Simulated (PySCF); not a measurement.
Results of LNO-CCSD(T) in PySCF (GTH pseudopotentials, Gaussian basis) for zinc-blende AlP.

The same calculation (at the measured cell, 20.380 Å³/atom) with different numerical settings; throughout: k mesh 2×2×2:

```
run  basis  LNO threshold  total energy (eV/atom)   rough time
---  -----  -------------  ----------------------  -----------
1       DZ          3e-05               -116.8951   4 core-min
2       DZ          1e-05               -116.8924  20 core-min
3       DZ          3e-06               -116.8942  80 core-min
4       TZ          3e-05               -117.9035  20 core-min
5       TZ          1e-05               -117.9060  80 core-min
6       TZ          3e-06               -117.9062     6 core-h
```

In the column total energy (eV/atom) the first row differs from the last by +1.0111 and the next to last by +0.0002.

The last row is no converged limit: other settings stay fixed.
